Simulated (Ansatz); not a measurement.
Relaxation of Mg2H2 with RKS PBE-D4/def2-TZVP.

```sh
$ ansatz run in.yaml --threads 4 --pin off --events-out ev --progress --plain --max-ram 3916MiB
```

```yaml
crystal:
  periodic: [false, false, false]
  atoms:
    - {symbol: Mg, position_ang: [-0.248730, -0.281630, 1.310260]}
    - {symbol: Mg, position_ang: [-0.109570, -0.429680, -1.286130]}
    - {symbol: H, position_ang: [0.329680, 0.193030, -2.838160]}
    - {symbol: H, position_ang: [0.028620, 0.518280, 2.814020]}
basis:
  gaussian: {orbitals: def2-TZVP}
hamiltonian: {xc: pbe, dispersion: d4}
scf: {omitted_lower_state_checks: [starts]}
output: {orbitals: {seedname: orbitals}}
relax: {f_tol: 0.02, max_steps: 100}
```

Run time 2.6 s (4 threads of Arm Neoverse V1 on a shared host).

Positions (Å) and forces (eV/Å) at steps 1, 2, 3, 4, 6 of 6:

```xyz
4
step=1 energy=-10913.0115 eV
Mg   -0.249   -0.282    1.310   -0.017    0.137    1.040
Mg   -0.110   -0.430   -1.286    0.100    0.024   -1.071
H     0.330    0.193   -2.838   -0.035   -0.095   -0.153
H     0.029    0.518    2.814   -0.048   -0.066    0.183
4
step=2 energy=-10913.1990 eV
Mg   -0.235   -0.232    1.447    0.057    0.099   -0.091
Mg   -0.082   -0.397   -1.428    0.047    0.108    0.085
H     0.319    0.141   -3.024   -0.047   -0.109   -0.096
H    -0.002    0.488    3.004   -0.058   -0.098    0.103
4
step=3 energy=-10913.2759 eV
Mg   -0.156   -0.078    1.417    0.026    0.085    0.203
Mg   -0.004   -0.239   -1.406    0.047    0.059   -0.214
H     0.245   -0.021   -3.116   -0.038   -0.070    0.031
H    -0.086    0.338    3.105   -0.035   -0.073   -0.020
4
step=4 energy=-10913.3067 eV
Mg   -0.093    0.053    1.439    0.008    0.013    0.015
Mg    0.063   -0.114   -1.437    0.005    0.013   -0.017
H     0.183   -0.152   -3.169   -0.006   -0.013    0.013
H    -0.153    0.212    3.167   -0.007   -0.013   -0.011
4
step=6 energy=-10913.3077 eV
Mg   -0.078    0.085    1.439    0.003   -0.002    0.000
Mg    0.079   -0.083   -1.439   -0.003    0.001    0.000
H     0.168   -0.183   -3.169    0.001    0.000    0.001
H    -0.169    0.181    3.169   -0.001    0.001   -0.001
```

The structure comes from a short search, and lower isomers may exist.
